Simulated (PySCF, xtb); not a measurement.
H₆Si₂, SMILES [SiH3][SiH3].

GFN2-xTB in xtb at its own geometry gives an orbital gap of 4.53 eV and a dipole moment of 0.00 D.

The structure is a stationary point at B3LYP-D3(BJ)/def2-TZVP.

Task: What does HF/def2-TZVPD in PySCF give? (The exact figures need the calculation; the answer reports its results.)

Result: gap 12.85 eV (levels -11.02 and 1.83 eV), dipole 0.00 D.
